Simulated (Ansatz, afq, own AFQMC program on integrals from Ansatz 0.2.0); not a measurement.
Two steps: Ansatz 0.2.0 writes the Fock matrix and Cholesky factors of the valence space, and afq projects on them the lowest state that overlaps trial and start.

```yaml
crystal:
  periodic: [false, false, false]
  atoms:
    - {symbol: Sb, position_ang: [0.000000, 0.000000, 0.000000]}
    - {symbol: H, position_ang: [0.000000, 0.000000, 2.108000]}
basis:
  gaussian: {orbitals: def2-TZVP}
total_charge: 1
magnetization: {spin_polarized: true, initial_magnetization: 3}
correlation: {method: ccsd_t, electrons: outside_noble_gas, hamiltonian_folder: ham}
```

```sh
$ ansatz run in.yaml --threads 1 --pin off --events-out ev --progress --plain --max-ram 24576MiB --backend cuda --devices 0, --max-vram 18GiB
```

afq runs on the folder ham with

```
--method phaseless --trial cisd --walkers 4000 --populations 20 --least-time 60 --time-step 0.005 --steps-per-block 50 --equilibration-blocks 28 --max-blocks 4000 --target-error 0.00014 --factor-cut 1e-05 --start spin_pure --seed 4506 --release-times 0.24,0.51,0.99,1.62,2.4 --release-step 0.03 --release-every 3 --taylor-order 6
```

Times are imaginary, in 1/Eh. The walk had a cap of 142 s. With eight or more populations the least sampling time is a fifth of least-time, and the error comes from their spread. Filled inner d shells are frozen with the cores. Core potentials past Kr, no spin–orbit coupling.

```
orbitals 47  electrons 4 1  factors 377 of 515
reference energy -239.47690125 Eh
CCSD correlation -0.06786383 Eh in 12 cycles, weight of the determinant in the CISD state 0.9389
energy of the start -239.544675 Eh
 block  time / (1/Eh)  mean weight  energy / Eh
     1     0.250  1.0001  -239.544800
     2     0.500  0.9999  -239.545131
     3     0.750  0.9999  -239.545462
     4     1.000  1.0001  -239.545817
     5     1.250  0.9999  -239.546036
    10     2.500  1.0000  -239.546931
    15     3.750  1.0001  -239.546868
    20     5.000  1.0001  -239.547115
    25     6.250  0.9999  -239.547248
    30     7.500  1.0000  -239.547199
    35     8.750  0.9999  -239.547295
    37     9.250  1.0001  -239.547487
    40    10.000  1.0003  -239.547168
    45    11.250  1.0002  -239.547189
    50    12.500  1.0001  -239.547234
    55    13.750  1.0000  -239.547207
    60    15.000  1.0000  -239.547250
    65    16.250  1.0000  -239.547254
    70    17.500  1.0001  -239.547122
    73    18.250  1.0000  -239.547074
    75    18.750  1.0000  -239.547251
    78    19.500  1.0000  -239.547166
error from the spread of 20 populations
released: time / (1/Eh)  energy / Eh  error  mean overlap
  0.24  -239.547384  0.000107  0.9992
  0.51  -239.547307  0.000028  0.9966
  0.99  -239.547312  0.000015  0.9946
  1.62  -239.547324  0.000015  0.9938
  2.40  -239.547300  0.000023  0.9965
energy -239.547224 +/- 0.000027 Eh
(rows thinned)
```

(1) Estimate how long the walk took on 1 × NVIDIA H100 80GB HBM3 with 2 threads of AMD EPYC 7R13 Processor (Zen 3), on a shared host (the card was shared).

The run passed its tests (sampling time, drift between the halves within three errors, error under three times the target), which doesn't prove that it has relaxed.

Against this walk (error 0.7 meV) on the same determinant: CCSD(T) 13.4 meV higher, CCSDT(Q) 3.0 meV lower, full CI 3.3 meV lower. The error is statistical and leaves out the bias of the constraint. Released to 2.40 1/Eh the energy lies 2.1 ± 1.0 meV (both errors) below the phaseless value, which shows part or all of the bias of the constraint, and full CI lies 1.3 meV below the released value.

Cautions: constraint bias not in the error; no spin-orbit coupling; inner d shell frozen; lower spins were not checked.

Results:

(1) 26 s of wall time.

CCSDT and higher add their correlation energy to the determinant of the CCSD(T) run, since their own runs factorise the integrals more tightly (a shift of under 2 meV). A walk keeps the symmetry of its determinant, which the program's search chose and which needn't be the lowest solution, so a lower state of the same spin and another symmetry isn't excluded.
